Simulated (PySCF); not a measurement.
LiH, SMILES [LiH]. Coordinates come from a PBE0-D3(BJ)/def2-TZVPD optimisation.

These are PySCF with PBE0-D3(BJ)/def2-TZVPD values and carry that method's errors.

Harmonic wavenumbers (cm⁻¹): 1416. Rotational constants (GHz): 225.4 (linear); symmetry number 1.

### Question
Work out the zero-point energy and the ideal-gas rigid-rotor harmonic-oscillator thermochemistry at 298.15 K and 1 atm.

### Answer
ZPE = ½ Σ hcν = ½ × 1416 cm⁻¹ = 8.47 kJ/mol. H − E(el) = 17.17 kJ/mol. Entropy in J/(mol K): translation 134.60, rotation 35.89, vibration 0.07, total 170.56. G − E(el) = -33.69 kJ/mol. Cp = 29.52 J/(mol K).
